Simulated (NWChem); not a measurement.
# MP2/def2-TZVP run of BH2Cl (SMILES BCl), part 2 of 2

NWChem 7.3.0.

**3. The doublet cation: a single-point energy at UMP2/def2-TZVP**

Contents of mol.xyz:

```xyz
4
BClH2 mp2
B     -0.116700     0.021700    -0.075300
Cl     1.365000    -0.395300     0.721200
H     -1.106200    -0.559500     0.240400
H     -0.086600     0.872800    -0.906600
```

Contents of mol.nw:

```
start mol
title "BClH2 mp2"
memory stack 880 mb heap 220 mb global 1100 mb
charge 1

geometry noautosym nocenter noautoz
   load mol.xyz
end

basis spherical bse
   * library def2-TZVP
end

scf
   doublet
   uhf
   thresh 1e-08
   maxiter 80
   noprint "final vectors analysis"
end

mp2
   freeze core 6
   tight
end

task mp2 energy
```

Started as:

```sh
nwchem mol.nw > mol.out
```

Log:

```text
Northwest Computational Chemistry Package (NWChem) 7.3.0
             --------------------------------------------------------

           Job information
           ---------------

    nwchem branch   = 7.3.0
    use scalapack   = T
    input           = mol.nw
    prefix          = mol.
    data base       = ./mol.db
    status          = startup
    nproc           =        1

           Memory information
           ------------------

    heap     =     28835834 doubles =      220.0 Mbytes
    stack    =    115343359 doubles =      880.0 Mbytes
    global   =    144179200 doubles =     1100.0 Mbytes (distinct from heap & stack)
    total    =    288358393 doubles =     2200.0 Mbytes
    verify   = yes
    hardfail = no

           Directory information
           ---------------------

  0 permanent = .
  0 scratch   = .

                                NWChem Input Module
                                -------------------

                                     BClH2 mp2
                                     ---------

 Scaling coordinates for geometry "geometry" by  1.889725989
 (inverse scale =  0.529177249)

                             Geometry "geometry" -> ""
                             -------------------------

 Output coordinates in angstroms (scale by  1.889725989 to convert to a.u.)

  No.       Tag          Charge          X              Y              Z
 ---- ---------------- ---------- -------------- -------------- --------------
    1 B                    5.0000    -0.11670000     0.02170000    -0.07530000
    2 Cl                  17.0000     1.36500000    -0.39530000     0.72120000
    3 H                    1.0000    -1.10620000    -0.55950000     0.24040000
    4 H                    1.0000    -0.08660000     0.87280000    -0.90660000

      Atomic Mass
      -----------

      B                 11.009310
      Cl                34.968850
      H                  1.007825

 Effective nuclear repulsion energy (a.u.)      37.7830187188

            Nuclear Dipole moment (a.u.)
            ----------------------------
        X                 Y               Z
 ---------------- ---------------- ----------------
    40.4943712915   -11.9020611939    21.1983792221

            XYZ format geometry
            -------------------
     4
 geometry
 B                    -0.11670000     0.02170000    -0.07530000
 Cl                    1.36500000    -0.39530000     0.72120000
 H                    -1.10620000    -0.55950000     0.24040000
 H                    -0.08660000     0.87280000    -0.90660000

 ==============================================================================
                                internuclear distances
 ------------------------------------------------------------------------------
       center one      |      center two      | atomic units |  angstroms
 ------------------------------------------------------------------------------
    2 Cl               |   1 B                |     3.27514  |     1.73313
    3 H                |   1 B                |     2.24915  |     1.19020
    4 H                |   1 B                |     2.24896  |     1.19010
 ------------------------------------------------------------------------------
                         number of included internuclear distances:          3
 ==============================================================================

 ==============================================================================
                                 internuclear angles
 ------------------------------------------------------------------------------
        center 1       |       center 2       |       center 3       |  degrees
 ------------------------------------------------------------------------------
    2 Cl               |   1 B                |   3 H                |   118.12
    2 Cl               |   1 B                |   4 H                |   118.13
    3 H                |   1 B                |   4 H                |   123.75
 ------------------------------------------------------------------------------
                            number of included internuclear angles:          3
 ==============================================================================

 Summary of "ao basis" -> "" (spherical)
 ------------------------------------------------------------------------------
       Tag                 Description            Shells   Functions and Types
 ---------------- ------------------------------  ------  ---------------------
 *                         def2-TZVP                  on all atoms

                      Basis "ao basis" -> "ao basis" (spherical)
                      -----
  [basis functions not shown]

 Summary of "ao basis" -> "ao basis" (spherical)
 ------------------------------------------------------------------------------
       Tag                 Description            Shells   Functions and Types
 ---------------- ------------------------------  ------  ---------------------
 B                         def2-TZVP                11       31   5s3p2d1f
 Cl                        def2-TZVP                13       37   5s5p2d1f
 H                         def2-TZVP                 4        6   3s1p

                                 NWChem SCF Module
                                 -----------------

                                     BClH2 mp2

  ao basis        = "ao basis"
  functions       =    80
  atoms           =     4
  alpha electrons =    12
  beta  electrons =    11
  charge          =   1.00
  wavefunction    = UHF
  input vectors   = atomic
  output vectors  = ./mol.movecs
  use symmetry    = F
  symmetry adapt  = F

 Summary of "ao basis" -> "ao basis" (spherical)
 ------------------------------------------------------------------------------
       Tag                 Description            Shells   Functions and Types
 ---------------- ------------------------------  ------  ---------------------
 B                         def2-TZVP                11       31   5s3p2d1f
 Cl                        def2-TZVP                13       37   5s5p2d1f
 H                         def2-TZVP                 4        6   3s1p

 Forming initial guess at       0.1s

      Superposition of Atomic Density Guess
      -------------------------------------

 Sum of atomic energies:        -485.01201985

 Renormalizing density from      24.00 to     23

      Non-variational initial energy
      ------------------------------

 Total energy =    -472.510310
 1-e energy   =    -712.127706
 2-e energy   =     201.834378
 HOMO         =      -0.680063
 LUMO         =      -0.344854

 Starting SCF solution at       0.3s

 ----------------------------------------------
         Quadratically convergent UHF

 Convergence threshold     :          1.000E-08
 Maximum no. of iterations :           80
 Integral*density screening:          1.000E-10
 ----------------------------------------------

              iter       energy          gnorm     gmax       time
             ----- ------------------- --------- --------- --------
                 1     -484.6308974778  2.33D+00  4.96D-01      1.1
                 2     -484.7386510771  1.07D+00  2.50D-01      1.8
                 3     -484.9335574013  5.20D-01  1.17D-01      2.4
                 4     -484.9570545113  1.96D-01  8.30D-02      3.4
  ga_iter_lsolve: convergence stagnant ... aborting solve

 Disabled NR: increased maxiter to  90

                 5     -484.9656523803  1.37D-01  3.88D-02      6.7
                 6     -484.9832840586  1.58D-01  5.97D-02      9.7
                 7     -484.9916368300  1.49D-01  4.28D-02     11.1
                 8     -484.9957279917  6.41D-02  1.72D-02     12.7
                 9     -484.9966509857  3.45D-02  6.03D-03     14.2
                10     -484.9968123789  1.04D-02  2.79D-03     16.2
                11     -484.9968427235  3.86D-03  1.09D-03     17.8
                12     -484.9968470302  2.16D-03  5.89D-04     19.5
                13     -484.9968482729  9.75D-04  2.03D-04     21.9
                14     -484.9968485018  3.55D-04  1.04D-04     23.9
                15     -484.9968485214  1.10D-04  2.23D-05     25.0
                16     -484.9968485244  6.77D-05  1.67D-05     27.0
                17     -484.9968485248  1.64D-05  4.82D-06     28.0
                18     -484.9968485249  9.98D-06  3.14D-06     30.1
                19     -484.9968485249  3.73D-06  8.67D-07     32.1
                20     -484.9968485249  1.75D-06  6.11D-07     33.9
                21     -484.9968485249  7.31D-07  1.83D-07     35.5
                22     -484.9968485249  3.50D-07  1.03D-07     37.0
                23     -484.9968485249  9.99D-08  2.07D-08     38.6
                24     -484.9968485249  4.32D-08  1.42D-08     40.4
                25     -484.9968485249  4.11D-08  1.43D-08     43.5
                26     -484.9968485249  1.05D-08  2.01D-09     45.8
                27     -484.9968485249  3.68D-09  9.39D-10     47.8

       Final UHF  results
       ------------------

         Total SCF energy =   -484.996848524896
      One electron energy =   -736.040432007379
      Two electron energy =    213.260564763652
 Nuclear repulsion energy =     37.783018718832

                       Sz =      0.5000
                 Sz(Sz+1) =      0.7500
                      S^2 =      0.7652

        Time for solution =     47.5s

          Final alpha eigenvalues
          -----------------------

              1
    1 -105.2425
    2  -10.9667
    3   -8.4514
    4   -8.4287
    5   -8.4280
    6   -7.9319
    7   -1.5096
    8   -1.0068
    9   -0.9269
   10   -0.8461
   11   -0.8400
   12   -0.7699
   13   -0.1714
   14   -0.0639
   15   -0.0416
   16   -0.0119
   17    0.0090
   18    0.0392
   19    0.0597
   20    0.0656
   21    0.1620
   22    0.1728

          Final beta eigenvalues
          ----------------------

              1
    1 -105.2297
    2  -10.9548
    3   -8.4220
    4   -8.4209
    5   -8.4009
    6   -7.9335
    7   -1.4090
    8   -0.9836
    9   -0.8204
   10   -0.8171
   11   -0.7791
   12   -0.3458
   13   -0.1731
   14   -0.0611
   15   -0.0348
   16   -0.0067
   17    0.0252
   18    0.0381
   19    0.0614
   20    0.0951
   21    0.1660
   22    0.2102

 center of mass
 --------------
 x =   1.78151538 y =  -0.52244011 z =   0.93392541

 moments of inertia (a.u.)
 ------------------
          36.780291716249          20.855733551861         -42.751430044275
          20.855733551861         111.795652723572          15.579949128278
         -42.751430044275          15.579949128278          95.616519425928

  Mulliken analysis of the total density
  --------------------------------------

    Atom       Charge   Shell Charges
 -----------   ------   -------------------------------------------------------
    1 B    5     4.90   0.92  1.06  0.53  0.58  0.01  0.85  0.81  0.03  0.04  0.06  0.01
    2 Cl  17    16.45   2.01  0.45  1.51  1.17  0.81  4.18  1.69  1.04  2.69  0.84  0.02  0.04  0.00
    3 H    1     0.83   0.24  0.47  0.10  0.01
    4 H    1     0.83   0.24  0.47  0.10  0.01

  Mulliken analysis of the alpha density
  --------------------------------------

    Atom       Charge   Shell Charges
 -----------   ------   -------------------------------------------------------
    1 B    5     2.40   0.46  0.53  0.26  0.27  0.00  0.42  0.38  0.01  0.02  0.04  0.01
    2 Cl  17     8.69   1.01  0.22  0.76  0.60  0.41  2.11  0.83  0.62  1.63  0.49  0.01  0.02  0.00
    3 H    1     0.45   0.13  0.26  0.05  0.01
    4 H    1     0.45   0.13  0.26  0.05  0.01

   Mulliken analysis of the beta density
   -------------------------------------

    Atom       Charge   Shell Charges
 -----------   ------   -------------------------------------------------------
    1 B    5     2.50   0.46  0.53  0.27  0.30  0.01  0.43  0.43  0.02  0.02  0.03  0.01
    2 Cl  17     7.75   1.01  0.22  0.76  0.58  0.40  2.07  0.86  0.43  1.05  0.35  0.01  0.02  0.00
    3 H    1     0.37   0.11  0.21  0.05  0.01
    4 H    1     0.37   0.11  0.21  0.05  0.01

   Mulliken analysis of the spin density
   -------------------------------------

    Atom       Charge   Shell Charges
 -----------   ------   -------------------------------------------------------
    1 B    5    -0.10  -0.00  0.00 -0.01 -0.03 -0.01 -0.01 -0.05 -0.01  0.01  0.01  0.00
    2 Cl  17     0.94   0.00  0.00 -0.00  0.02  0.00  0.04 -0.03  0.19  0.58  0.14 -0.00 -0.00 -0.00
    3 H    1     0.08   0.02  0.05  0.01  0.00
    4 H    1     0.08   0.02  0.05  0.01  0.00

       Multipole analysis of the density wrt the origin
       ------------------------------------------------

     L   x y z        total         alpha         beta         nuclear
     -   - - -        -----         -----         ----         -------
     0   0 0 0      1.000000    -12.000000    -11.000000     24.000000

     1   1 0 0      1.317841    -20.659516    -18.517015     40.494371
     1   0 1 0     -0.391953      6.067098      5.443011    -11.902061
     1   0 0 1      0.684675    -10.820868     -9.692836     21.198379

     2   2 0 0     -7.533458    -66.275933    -59.010148    117.752623
     2   1 1 0     -0.993761     15.501739     14.366580    -30.862081
     2   1 0 1      2.137825    -29.957585    -27.155563     59.250973
     2   0 2 0    -11.431357    -13.348574    -11.415817     13.333033
     2   0 1 1     -1.010278     10.691301      8.940924    -20.642503
     2   0 0 2    -10.689974    -24.170911    -21.337892     34.818829

                   NWChem MP2 Semi-direct Energy/Gradient Module
                   ---------------------------------------------

                                     BClH2 mp2

  Basis functions       =     80
  Molecular orbitals    =     80
  Frozen core           =      6
  Frozen virtuals       =      0
  Active alpha occupied =      6
  Active beta occupied  =      5
  Active alpha virtual  =     68
  Active beta virtual   =     69
  Use MO symmetry       = F
  Use skeleton AO sym   = F

  AO/Fock/Back tols     =   1.0D-11  1.0D-11  1.0D-11

 GA uses MA = F    GA memory limited = T

 Available:
  local mem=  1.26D+08
 global mem=  1.44D+08
 local disk=  0.00D+00
   1 passes of   6:        4194304                      33447                   4495840.
   1 passes of   6: M    126150118           G      144166400           F     121955814.

 Semi-direct pass number   1 of   1  for UHF alpha       at       47.9s
 Done moints_semi at       50.0s
 Done maket at       50.1s
 Done multipass loop at       50.1s

 GA uses MA = F    GA memory limited = T

 Available:
  local mem=  1.26D+08
 global mem=  1.44D+08
 local disk=  0.00D+00
   1 passes of   5:        4194304                      30299                   3803332.
   1 passes of   5: M    126150118           G      144166400           F     121955814.

 Semi-direct pass number   1 of   1  for UHF beta        at       50.1s
 Done moints_semi at       53.1s
 Done maket at       53.2s
 Done multipass loop at       53.2s

          -------------------------------------------
          SCF energy                -484.996848524896
          Correlation energy          -0.248112540611
          Singlet pairs                0.000000000000
          Triplet pairs                0.000000000000
          Total MP2 energy          -485.244961065507
          -------------------------------------------

          ---------------------------------------------------
                    Spin Component Scaled (SCS) MP2
          Same spin pairs                     -0.052155456473
          Same spin scaling factor             0.333333333333
          Opposite spin pairs                 -0.195957084137
          Opposite spin scaling fact.          1.200000000000
          SCS-MP2 correlation energy          -0.252533653123
          Total SCS-MP2 energy              -485.249382178018
          ---------------------------------------------------

 -----------------------
 Task  times  cpu:       53.2s     wall:       53.2s
 Total times  cpu:       53.2s     wall:       53.2s
```

Wall time 54 s (1 thread of Intel Xeon at 2.70GHz, shared host); peak memory 0.15 GiB.

**4. Results**

This closing draws on all 2 parts.

At MP2/def2-TZVP, 6 core orbitals frozen:

| quantity | value |
| --- | --- |
| singlet BH2Cl: total energy | -485.67616 Eh |
| singlet BH2Cl: dipole moment (of the density that the program reports) | 0.60 D |
| singlet BH2Cl: HOMO energy (Hartree–Fock orbitals) | -11.96 eV |
| singlet BH2Cl: LUMO energy (Hartree–Fock orbitals) | 1.71 eV |
| singlet BH2Cl: HOMO–LUMO gap (Hartree–Fock orbitals) | 13.67 eV |
| singlet BH2Cl: correlation energy (6 core orbitals frozen) | -286.1 mEh |
| singlet BH2Cl: largest force on an atom | 0.182 eV/Å |
| doublet cation: total energy | -485.24496 Eh |
| doublet cation: correlation energy (6 core orbitals frozen) | -248.1 mEh |
| doublet cation: ⟨S²⟩ of the reference determinant | 0.765 |
| vertical ionisation energy (to the doublet cation) | 11.733 eV |

In words: Removing an electron at fixed nuclei costs 11.73 eV (271 kcal/mol). Mulliken charges (singlet BH2Cl) run from -0.17 on Cl2 to +0.14 on B1.
